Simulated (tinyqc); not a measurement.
Worked calculation: Hueckel theory of the pi electrons, for the molecule c1ccoc1 (SMILES; centres numbered as the heavy atoms are written). One step of it, computed by the program tinyqc.

Task: Energy, charges, bond orders. E = sum n x; q_r = z_r - P_rr; bond order p = P_rs; free valence = sqrt(3) - sum of p over the bonds of the atom.

x values: 2.633325  1.314348  0.618034  -0.947674  -1.618034

occupations: 2.000000  2.000000  2.000000  0.000000  0.000000

charge and bond-order matrix P, lower triangle:
```
           1C         2C         3C        4O        5C
1C   1.089557
2C   0.536770   1.089557
3C  -0.083317   0.811110   1.014854
4O  -0.197524  -0.197524   0.384711  1.791178
5C   0.811110  -0.083317  -0.432359  0.384711  1.014854
```

Centres:
```
centre  z_r, pi electrons of the neutral centre         h
1C                                            1  0.000000
2C                                            1  0.000000
3C                                            1  0.000000
4O                                            2  2.000000
5C                                            1  0.000000
```

Bonds:
```
i  j         k
1  2         1
2  3         1
3  4  0.800000
4  5  0.800000
5  1         1
```

Give: pi energy = 6 alpha + this times beta; pi charges; Bond orders and lengths from R = 1.517 - 0.180 p; free valence of the carbons; gap between the highest filled and the next level.

Result:

pi energy = 6 alpha + this times beta = 9.1314

pi charges: 1C -0.0896, 2C -0.0896, 3C -0.0149, 4O 0.2088, 5C -0.0149

Bond orders and lengths from R = 1.517 - 0.180 p (angstrom, C-C alone):
```
bond       p       R
1-2   0.5368  1.4204
2-3   0.8111  1.3710
3-4   0.3847       -
4-5   0.3847       -
5-1   0.8111  1.3710
```

free valence of the carbons: 1C 0.3842, 2C 0.3842, 3C 0.5362, 5C 0.5362

gap between the highest filled and the next level = 1.5657 |beta|
